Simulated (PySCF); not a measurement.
Isomers of CHNS, one GFN2-xTB conformer each. Single-point energies are computed at PBE0/pcSseg-1 (PySCF, gas phase, no added dispersion term), electronic only.

```tsv
SMILES	GFN2-xTB relative energy (kcal/mol)
[C-]#[N+]S	43.9
N#CS	18.1
N=C=S	0.0
```

Q: What does PBE0/pcSseg-1 give for the same structures?

A: 
| SMILES | PBE0/pcSseg-1 E (Eh) | PBE0/pcSseg-1 (kcal/mol) | GFN2-xTB (kcal/mol) | point group |
| --- | --- | --- | --- | --- |
| N=C=S | -491.35940 | 0.0 | 0.0 | Cs |
| N#CS | -491.33890 | 12.9 | 18.1 | Cs |
| [C-]#[N+]S | -491.29052 | 43.2 | 43.9 | Cs |

Both levels put the same isomer lowest; measured from each level's own lowest isomer, the values differ by up to 5.2 kcal/mol (N#CS: 18.1 against 12.9). As drawn, the lowest has an N–H bond, which the highest lacks; the highest has an S–H bond, which the lowest lacks.

Q: Which frontier levels, dipoles and rotational constants go with these structures?

A: 
| SMILES | HOMO (eV, PBE0/pcSseg-1) | LUMO (eV) | dipole (D) | A, B, C (MHz) |
| --- | --- | --- | --- | --- |
| N=C=S | -7.59 | -0.90 | 2.22 | 1249397, 6004, 5975 |
| N#CS | -8.33 | -0.80 | 3.49 | 291166, 5907, 5789 |
| [C-]#[N+]S | -7.96 | -0.88 | 3.25 | 290103, 6418, 6279 |
